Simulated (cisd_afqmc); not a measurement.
Input (AFQMC/CISD/cc-pV(D+d)Z; cisd_afqmc is a phaseless AFQMC code with CISD trial states that reads the integrals written by Ansatz): A basis named .json is the Basis Set Exchange file of that set.

Ansatz 0.2 input:
```python
import cisd_afqmc

open("ham.yaml", "w").write("""\
crystal:
  periodic: [false, false, false]
  atoms:
    - {symbol: O, position_ang: [-0.05310982, 0.04475927, -1.62689354]}
    - {symbol: C, position_ang: [0.01301331, -0.00671820, -0.39864864]}
    - {symbol: S, position_ang: [-0.01737407, 0.00595007, 1.09879365]}
    - {symbol: H, position_ang: [0.62478378, -0.41296608, -2.17365816]}
basis:
  gaussian:
    orbitals: cc-pV_D+d_Z.json
total_charge: 1
magnetization: {spin_polarized: false}
correlation: {method: ccsd, electrons: outside_noble_gas, hamiltonian_folder: ham}
""")
rep = cisd_afqmc.ansatz("ham.yaml")
e_ccsd = rep["correlation"]["coupled_cluster"]["energy"]["hartree"]
out = cisd_afqmc.run("ham", e_ccsd, trial="CISD", walkers=200, populations=8, threads=8, dt=0.005, steps=40, early=24, settle=10, least=32,
    cut=5e-5, rank_cut=2e-4, target=0.0004, seconds=1500, seed=1, memory=17280, gpu=False)
```

Output:

```
orbitals 49, occupied [8], factors 294 of 533, rank of the doubles 165 of 328
E(HF) = -510.531536
E(CCSD) on the cut factors = -510.982546, shift to the whole factors -0.000007
Energy of the trial state on the determinant = -510.982524
  tau behind 7.2 of longer steps, mean of the populations' last blocks
   2.0  -511.00850
   4.0  -511.00505
   6.0  -511.00659
   8.0  -511.00452
  10.0  -511.00105
  12.0  -511.00428
  14.0  -511.00872
  16.0  -511.00444
  18.0  -511.00353
  20.0  -511.00450
  22.0  -511.00485
blocks 885 (0 outliers left out), error by blocks joined: 1: 0.00021, 2: 0.00026, 4: 0.00031, 8: 0.00034, 16: 0.00040
E(AFQMC/CISD) = -511.00458 +/- 0.00040
```
